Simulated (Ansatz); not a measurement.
# C2H2OS2: small, medium and large basis sets

An exercise on one series of results from a longer session: the logs are not shown, and one member is left open.

The runs use Ansatz 0.2.0, Gaussian basis; one geometry, several basis sets.

The runs, in order: PBE0-D4/def2-SVP; ωB97M-V/def2-SVP; PBE0-D4/def2-QZVPP; ωB97M-V/def2-QZVPP; the functionals' def2-TZVPP values are taken from earlier runs.

**The relaxed structure**

An earlier PBE0-D4 in a triple-zeta def2 set relaxation fixed the geometry.

7 atoms, charge 0, spin multiplicity 1.

Atoms are counted from 1 here; the program's logs count them from 0.

Bond lengths: O1–C2 1.193 Å, C2–S3 1.785 Å, C2–H6 1.104 Å, S3–C4 1.732 Å, C4–S5 1.608 Å, C4–H7 1.091 Å. Angles: O1–C2–S3 125.9°, O1–C2–H6 123.7°, S3–C2–H6 110.3°, C2–S3–C4 100.7°, S3–C4–S5 123.9°, S3–C4–H7 112.2°, S5–C4–H7 123.9°.

Set-up of the first run:

Input file in.yaml:

```yaml
crystal:
  periodic: [false, false, false]
  atoms:
    - {symbol: O, position_ang: [-1.439030, -0.994348, 0.343914]}
    - {symbol: C, position_ang: [-0.627216, -0.576459, 1.111288]}
    - {symbol: S, position_ang: [0.802120, 0.407594, 0.692145]}
    - {symbol: C, position_ang: [0.619226, 0.526898, -1.026495]}
    - {symbol: S, position_ang: [1.638609, 1.321222, -1.982850]}
    - {symbol: H, position_ang: [-0.665159, -0.753747, 2.200740]}
    - {symbol: H, position_ang: [-0.267152, 0.000843, -1.384343]}
basis:
  gaussian: {orbitals: def2-SVP}
hamiltonian: {xc: pbe0, dispersion: d4}
output: {orbitals: {seedname: orbitals}}
```

Command:

```console
ansatz run in.yaml --threads 2 --pin off --events-out ev --progress --plain --max-ram 4352MiB
```

Steps of the session up to this table: PBE0-D4 in def2-SVP; ωB97M-V in def2-SVP; PBE0-D4 in def2-QZVPP; ωB97M-V in def2-QZVPP.

One table of the session follows, with a row left open; its other results are not shown here.

It belongs to the step «Functionals by basis». 

| functional | basis | HOMO (eV) | LUMO (eV) |
| --- | --- | --- | --- |
| PBE0-D4 | def2-SVP | -6.76 | -2.66 |
| PBE0-D4 | def2-TZVPP | -6.89 | -2.85 |
| PBE0-D4 | def2-QZVPP | -6.93 | -2.91 |
| ωB97M-V | def2-SVP | -8.88 | -0.41 |
| ωB97M-V | def2-TZVPP | -9.05 | -0.71 |
| ωB97M-V | def2-QZVPP | ? | ? |

Estimate the missing values for ωB97M-V, def2-QZVPP.

As computed: HOMO (eV): -9.10; LUMO (eV): -0.79. In the column «HOMO (eV)» it is the lowest.
